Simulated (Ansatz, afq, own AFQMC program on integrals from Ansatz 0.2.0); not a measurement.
# BSiH₂, quartet: AFQMC among the cluster methods

| atom | x (Å) | y (Å) | z (Å) |
| --- | --- | --- | --- |
| Si | 0.0000 | -0.0471 | 0.5518 |
| B | 0.0000 | -0.0605 | -1.3633 |
| H | 0.0000 | 1.1711 | 1.4474 |
| H | 0.0000 | 0.7893 | -2.2001 |

Connectivity, by distances: SiH–BH.

Basis cc-pVDZ. Only valence electrons are correlated. AFQMC by an in-house program on the Cholesky factors that Ansatz 0.2.0 writes for its CCSD(T) run. ph-AFQMC/CISD is guided by a CISD state made of CCSD amplitudes; releasing the constraint for a short imaginary time cuts its bias at the price of noise, slowly where states lie close. Free AFQMC starts from the CCSD state and is never constrained. Its projection time is finite, and what remains of the start isn't in its error. ± is one standard error of the sampling.

Determinant: UHF, the one that the program's search chose, which needn't be the lowest solution. The geometry is a point of a scan.

No full CI on the walks' own integrals is used here; CCSDT(Q) serves as the reference and is uncertain by about the last step of the cluster series.

Cautions: lower spins were not checked; the ph-AFQMC/CISD walk drifts between its halves (2.0 errors).

* T1 diagnostic: 0.0248
* weight of the determinant in the CISD state: 0.892
* ⟨S²⟩ of the determinant: 3.761
* size of the correlated space: 9 electrons in 36 orbitals

Reference: CCSDT(Q), correlation energy -4.499 eV. The released energy is read at 2.40 1/Eh (meV from the phaseless value at times in 1/Eh: 6 ± 10 at 0.24, 7 ± 8 at 0.51, -10 ± 10 at 0.99, -2 ± 9 at 1.62, -1 ± 11 at 2.40).

```json
{"level": "HF", "E − E(reference) (kcal/mol)": "103.75", "share of correlation (%)": "0.00"}
{"level": "MP2", "E − E(reference) (kcal/mol)": "25.22", "share of correlation (%)": "75.69"}
{"level": "CCSD", "E − E(reference) (kcal/mol)": "3.98", "share of correlation (%)": "96.17"}
{"level": "CCSD(T)", "E − E(reference) (kcal/mol)": "0.99", "share of correlation (%)": "99.05"}
{"level": "CCSDT", "E − E(reference) (kcal/mol)": "0.15", "share of correlation (%)": "99.86"}
{"level": "ph-AFQMC/HF", "E − E(reference) (kcal/mol)": "-0.53 ± 0.79", "share of correlation (%)": "100.52"}
{"level": "ph-AFQMC/CISD", "E − E(reference) (kcal/mol)": "0.06 ± 0.20", "share of correlation (%)": "99.94"}
{"level": "released AFQMC", "E − E(reference) (kcal/mol)": "0.02 ± 0.24", "share of correlation (%)": "99.98"}
{"level": "free AFQMC", "E − E(reference) (kcal/mol)": "0.06 ± 0.32", "share of correlation (%)": "99.94"}
```

Free projections are given only where their last times agree within the noise and don't stop above the reference; a slow remainder of the start can still hide under it. A walk keeps the symmetry of its determinant, which the program's search chose and which needn't be the lowest solution, so a lower state of the same spin and another symmetry isn't excluded. Released energies are given only where the last usable release times agree within the noise; a slower fall can still hide under it.
